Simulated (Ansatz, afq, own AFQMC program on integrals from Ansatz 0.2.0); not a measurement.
**VNH₃⁺, quintet in def2-SVP, levels against CCSDT(Q)**

```xyz
5

V    -0.5543    0.0053    0.0037
N     1.5874   -0.0151   -0.0106
H     1.9755   -0.9576   -0.0082
H     1.9943    0.4547    0.7972
H     1.9834    0.4461   -0.8286
```

Connectivity, by distances: V–NH3.

Basis def2-SVP. Only valence electrons are correlated. Ansatz 0.2.0 and our own AFQMC program on the same integrals; the CISD trial comes from CCSD amplitudes, and released means the phaseless constraint is let go. Free AFQMC starts from the CCSD state and is never constrained. Its projection time is finite, and what remains of the start isn't in its error. Error bars are statistical, one sigma. The metal's outer-core s and p shells are frozen, which shifts wave-function levels against functionals.

Determinant: UHF, the one that the program's search chose, which needn't be the lowest solution. The geometry is a point of a scan.

No full CI on the walks' own integrals is used here; CCSDT(Q) serves as the reference and is uncertain by about the last step of the cluster series.

Cautions: no relativity below Rb; outer-core shells of the metal frozen; lower spins were not checked; higher spins were not checked; strong correlation (T1 0.051, weight of the determinant 0.87, largest double 0.04); the released energies have errors that jump between times, so the bars are unsure, so no released level is given (meV from the phaseless value at times in 1/Eh: -83 ± 76 at 0.60, -15 ± 3 at 1.20, -10 ± 5 at 2.00, 0 ± 8 at 3.00, -2 ± 14 at 4.20), though the last usable value meets CCSDT(Q) within the noise; the ph-AFQMC/CISD walk drifts between its halves (2.3 errors).

```
T1 diagnostic                               : 0.0512
weight of the determinant in the CISD state : 0.868
⟨S²⟩ of the determinant                     : 6.003
size of the correlated space                : 12 electrons in 50 orbitals
```

```csv
level,correlation energy (eV)
MP2,-5.8012
CCSD,-6.4557
CCSD(T),-6.5917
```

Question: Estimate where phaseless AFQMC with the Hartree–Fock trial lies against CCSD(T) on the same integrals.

Answer: 1.39 ± 1.01 mEh above CCSD(T). The gap is under twice the noise, so this walk alone can't tell the two apart.

Reference: CCSDT(Q), correlation energy -6.616 eV.

```csv
level,E − E(reference) (mEh),share of correlation (%)
CCSD(T),0.90,99.63
CCSDT,0.38,99.84
ph-AFQMC/HF,2.29 ± 1.01,99.06
ph-AFQMC/CISD,0.52 ± 0.11,99.79
free AFQMC,-0.09 ± 0.13,100.04
```

Free projections are given only where their last times agree within the noise and don't stop above the reference; a slow remainder of the start can still hide under it. A walk keeps the symmetry of its determinant, which the program's search chose and which needn't be the lowest solution, so a lower state of the same spin and another symmetry isn't excluded.
